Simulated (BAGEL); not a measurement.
# doublet SiH3F+ at 3 levels

Wanted: a comparison of 3 runs (ROHF/6-31G*, ROHF/def2-TZVPP, FCI/STO-3G) of doublet SiH3F+. 

The results are computed with BAGEL 1.2.2.

1 further run of the same task is left out (it didn't finish).

**1. The structure to begin with**

SiH3F+: 5 atoms, total charge +1, spin state doublet. SMILES of the parent species: `[H][Si]([H])([H])F`. The coordinates come from a GFN2-xTB relaxation. That shape belongs to the parent species and isn't relaxed for this state.

Bond lengths: Si1–F2 1.606 Å, Si1–H3 1.454 Å, Si1–H4 1.454 Å, Si1–H5 1.454 Å. Angles: F2–Si1–H3 105.1°, F2–Si1–H4 105.2°, F2–Si1–H5 105.1°, H3–Si1–H4 113.4°, H3–Si1–H5 113.5°, H4–Si1–H5 113.4°.

**2. A single-point energy at ROHF/6-31G(d) (density fitting with qzvpp-jkfit, spherical functions) (run 1)**

The input, job.json:

```json
{ "bagel" : [

{
  "title" : "molecule",
  "basis" : "6-31gs.json",
  "df_basis" : "qzvpp-jkfit",
  "angstrom" : true,
  "geometry" : [
    { "atom" : "Si", "xyz" : [   -0.000700,    0.001210,   -0.093590 ] },
    { "atom" : "F", "xyz" : [    0.010860,   -0.019140,    1.511980 ] },
    { "atom" : "H", "xyz" : [    1.400270,    0.011030,   -0.482220 ] },
    { "atom" : "H", "xyz" : [   -0.709280,    1.218920,   -0.453380 ] },
    { "atom" : "H", "xyz" : [   -0.701150,   -1.212020,   -0.482790 ] }
  ]
},
{ "title" : "rohf", "charge" : 1, "nopen" : 1 },
{ "title" : "print", "file" : "orbitals.molden", "orbitals" : true }

]}
```

The basis set 6-31G* is read from a file made from the Basis Set Exchange's data (not shown).

Command:

```
$ BAGEL_NUM_THREADS=1 BAGEL job.json > job.out
```

The program printed:

```text
* using 1 threads per process

  ===============================================================
  ===============================================================

  *** Geometry ***

  { "atom" : "Si", "xyz" : [     -0.001323,      0.002287,     -0.176859 ] },
  { "atom" : "F", "xyz" : [      0.020522,     -0.036169,      2.857228 ] },
  { "atom" : "H", "xyz" : [      2.646127,      0.020844,     -0.911264 ] },
  { "atom" : "H", "xyz" : [     -1.340345,      2.303425,     -0.856764 ] },
  { "atom" : "H", "xyz" : [     -1.324981,     -2.290386,     -0.912341 ] },

  Number of auxiliary basis functions:      259

  Since a DF basis is specified, we compute 2- and 3-index integrals:
    o Being stored without compression. Storage requirement is 0.003 GB

  Number of basis functions:       38
  Number of electrons      :       26

    * METHOD: MOLECULE                             0.22

  *** Open-shell HF ***

  === Nuclear Repulsion ===
    63.3395690178

      * DIIS with orbital gradients will be used.

  === ROHF iteration (6-31gs.json) ===
      0       -389.51003431          0.06785188           0.04
      1       -389.60365346          0.05135035           0.05
      2       -389.63971132          0.03610516           0.04
      3       -389.67574213          0.00339794           0.03
      4       -389.67703837          0.00240489           0.04
      5       -389.67819891          0.00113798           0.04
      6       -389.67866064          0.00023943           0.05
      7       -389.67912452          0.00009245           0.05
      8       -389.67909589          0.00005724           0.05
      9       -389.67908502          0.00003902           0.04
     10       -389.67908411          0.00002797           0.05
     11       -389.67909021          0.00001712           0.04
     12       -389.67909330          0.00000495           0.08
     13       -389.67908964          0.00000220           0.03
     14       -389.67908972          0.00000075           0.04
     15       -389.67908990          0.00000047           0.04
     16       -389.67908982          0.00000025           0.03
     17       -389.67908985          0.00000006           0.03
     18       -389.67908985          0.00000004           0.05
     19       -389.67908985          0.00000002           0.03
     20       -389.67908985          0.00000001           0.04
    * SCF iteration converged.

    * S^2 (ROHF) is 0.7500

    * Permanent dipole moment:
           (    0.443662,    -0.762867,     1.973219) a.u.

    * METHOD: ROHF                                 1.05

    * METHOD: PRINT                                0.00

  ===============================================================
```

Wall time 1.8 s (1 thread of Intel Xeon at 2.50GHz (Skylake/Cascade Lake), shared host).

**3. The energy at ROHF/def2-TZVPP (density fitting with qzvpp-jkfit) (run 2)**

The input, input.json:

```json
{ "bagel": [

{
  "title": "molecule",
  "basis": "tzvpp",
  "df_basis": "qzvpp-jkfit",
  "angstrom": true,
  "geometry": [
    { "atom": "Si", "xyz": [      -0.000700,       0.001210,      -0.093590 ] },
    { "atom": "F", "xyz": [       0.010860,      -0.019140,       1.511980 ] },
    { "atom": "H", "xyz": [       1.400270,       0.011030,      -0.482220 ] },
    { "atom": "H", "xyz": [      -0.709280,       1.218920,      -0.453380 ] },
    { "atom": "H", "xyz": [      -0.701150,      -1.212020,      -0.482790 ] }
  ]
},

{
  "title": "rohf",
  "charge": 1,
  "nopen": 1
},

{
  "title": "print",
  "file": "orbitals.molden",
  "orbitals": true
}

]}
```

Command:

```
$ BAGEL_NUM_THREADS=1 BAGEL input.json > input.out
```

The program printed:

```text
* using 1 threads per process

  ===============================================================
  ===============================================================

  *** Geometry ***

  { "atom" : "Si", "xyz" : [     -0.001323,      0.002287,     -0.176859 ] },
  { "atom" : "F", "xyz" : [      0.020522,     -0.036169,      2.857228 ] },
  { "atom" : "H", "xyz" : [      2.646127,      0.020844,     -0.911264 ] },
  { "atom" : "H", "xyz" : [     -1.340345,      2.303425,     -0.856764 ] },
  { "atom" : "H", "xyz" : [     -1.324981,     -2.290386,     -0.912341 ] },

  Number of auxiliary basis functions:      259

  Since a DF basis is specified, we compute 2- and 3-index integrals:
    o Being stored without compression. Storage requirement is 0.027 GB

  Number of basis functions:      115
  Number of electrons      :       26

    * METHOD: MOLECULE                             0.26

  *** Open-shell HF ***

  === Nuclear Repulsion ===
    63.3395690178

      * DIIS with orbital gradients will be used.

  === ROHF iteration (tzvpp) ===
      0       -389.57424287          0.03844924           0.14
      1       -389.66365817          0.03101675           0.19
      2       -389.70965684          0.02272929           0.15
      3       -389.76337696          0.00204633           0.18
      4       -389.76516229          0.00143193           0.24
      5       -389.76672283          0.00078484           0.16
      6       -389.76726435          0.00019767           0.19
      7       -389.76792283          0.00007827           0.19
      8       -389.76789405          0.00004106           0.18
      9       -389.76786932          0.00002355           0.14
     10       -389.76787702          0.00001510           0.16
     11       -389.76788154          0.00000933           0.16
     12       -389.76788401          0.00000435           0.15
     13       -389.76788058          0.00000263           0.16
     14       -389.76788027          0.00000072           0.17
     15       -389.76788104          0.00000016           0.19
     16       -389.76788104          0.00000009           0.21
     17       -389.76788102          0.00000005           0.17
     18       -389.76788101          0.00000001           0.13
     19       -389.76788101          0.00000001           0.13
     20       -389.76788101          0.00000001           0.20
    * SCF iteration converged.

    * S^2 (ROHF) is 0.7500

    * Permanent dipole moment:
           (    0.437720,    -0.752630,     1.920911) a.u.

    * METHOD: ROHF                                 3.85

    * METHOD: PRINT                                0.04

  ===============================================================
```

It took 4.8 s on 1 thread of Intel Xeon at 2.50GHz (Skylake/Cascade Lake), shared host.

**4. A single-point energy at FCI/STO-3G (density fitting with qzvpp-jkfit) (run 3)**

The input, fci.json:

```json
{ "bagel" : [

{
  "title" : "molecule",
  "basis" : "sto-3g",
  "df_basis" : "qzvpp-jkfit",
  "angstrom" : "true",
  "geometry" : [
    { "atom" : "Si", "xyz" : [   -0.000700,    0.001210,   -0.093590 ] },
    { "atom" : "F", "xyz" : [    0.010860,   -0.019140,    1.511980 ] },
    { "atom" : "H", "xyz" : [    1.400270,    0.011030,   -0.482220 ] },
    { "atom" : "H", "xyz" : [   -0.709280,    1.218920,   -0.453380 ] },
    { "atom" : "H", "xyz" : [   -0.701150,   -1.212020,   -0.482790 ] }
  ]
},
{ "title" : "hf", "charge" : 2 },
{ "title" : "fci", "nstate" : 1, "charge" : 1, "ncore" : 6, "nspin" : 1 }

]}
```

Command:

```
$ BAGEL_NUM_THREADS=1 BAGEL fci.json > fci.out
```

The program printed:

```text
* using 1 threads per process

  ===============================================================
  ===============================================================

  *** Geometry ***

  { "atom" : "Si", "xyz" : [     -0.001323,      0.002287,     -0.176859 ] },
  { "atom" : "F", "xyz" : [      0.020522,     -0.036169,      2.857228 ] },
  { "atom" : "H", "xyz" : [      2.646127,      0.020844,     -0.911264 ] },
  { "atom" : "H", "xyz" : [     -1.340345,      2.303425,     -0.856764 ] },
  { "atom" : "H", "xyz" : [     -1.324981,     -2.290386,     -0.912341 ] },

  Number of auxiliary basis functions:      259

  Since a DF basis is specified, we compute 2- and 3-index integrals:
    o Being stored without compression. Storage requirement is 0.001 GB

[... 18 lines left out ...]
    * SCF iteration converged.
[... 1 line left out ...]
    * Permanent dipole moment:
[... 81 lines left out ...]
     * ci vector, state   0, <S^2> = 0.7500
       22a2222....     0.7564501802
       22222a2....     0.5455828222
       222222a....    -0.1954600886
       2222a22....     0.0972439422
       22222.2...a    -0.0706512014
       22ab222a...     0.0615719498
       22a22.2...2    -0.0565683317
       22a222b..a.     0.0501776381

    * METHOD: FCI                                 26.20

  ===============================================================
```

Wall time 27 s (1 thread of Intel Xeon at 2.50GHz (Skylake/Cascade Lake), shared host).

**5. The series**

| run | level | start charge | start multiplicity | energy (Eh) | ⟨S²⟩ | wall time |
| --- | --- | --- | --- | --- | --- | --- |
| 1 | ROHF/6-31G* (density fitting with qzvpp-jkfit, spherical functions) | – | – | -389.679090 | 0.750 | 1.8 s |
| 2 | ROHF/def2-TZVPP (density fitting with qzvpp-jkfit) | – | – | -389.767881 | 0.750 | 4.8 s |
| 3 | FCI/STO-3G (density fitting with qzvpp-jkfit) | 2 | 1 | -385.160366 | – | 27 s |

**6. What came out**

| quantity | value |
| --- | --- |
| run 3: total energy | -385.16037 Eh |

What this shows: In run 3 the basis is minimal, so the values are rough. All runs together took 34 s, the longest 27 s.
